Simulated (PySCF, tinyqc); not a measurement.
G0W0 on RHF in the sto-3g basis, for LiH, spin multiplicity 1, step by step. The lowest restricted solution is unstable here: a spin-polarised one lies 0.0152 hartree lower (PySCF). One step of it, computed by the program tinyqc.

Task: Orthogonalisation. S = U s U^T; symmetric (Loewdin) form X = U s^(-1/2) U^T, so that X^T S X = 1.

overlap S:
```
           1Li 1s    1Li 2s   1Li 2px   1Li 2py   1Li 2pz     2H 1s
1Li 1s   1.000000  0.241137  0.000000  0.000000  0.000000  0.011887
1Li 2s   0.241137  1.000000  0.000000  0.000000  0.000000  0.224235
1Li 2px  0.000000  0.000000  1.000000  0.000000  0.000000  0.000000
1Li 2py  0.000000  0.000000  0.000000  1.000000  0.000000  0.000000
1Li 2pz  0.000000  0.000000  0.000000  0.000000  1.000000  0.331724
2H 1s    0.011887  0.224235  0.000000  0.000000  0.331724  1.000000
```

Give: eigenvalues of S; X.

Result:

eigenvalues of S: 0.5757  0.8090  1.0000  1.0000  1.1824  1.4329

X:
```
          1Li 1s   1Li 2s  1Li 2px  1Li 2py  1Li 2pz    2H 1s
1Li 1s    1.0234  -0.1287   0.0000   0.0000  -0.0050   0.0172
1Li 2s   -0.1287   1.0457   0.0000   0.0000   0.0328  -0.1288
1Li 2px   0.0000   0.0000   1.0000   0.0000   0.0000   0.0000
1Li 2py   0.0000   0.0000   0.0000   1.0000   0.0000   0.0000
1Li 2pz  -0.0050   0.0328   0.0000   0.0000   1.0469  -0.1851
2H 1s     0.0172  -0.1288   0.0000   0.0000  -0.1851   1.0689
```
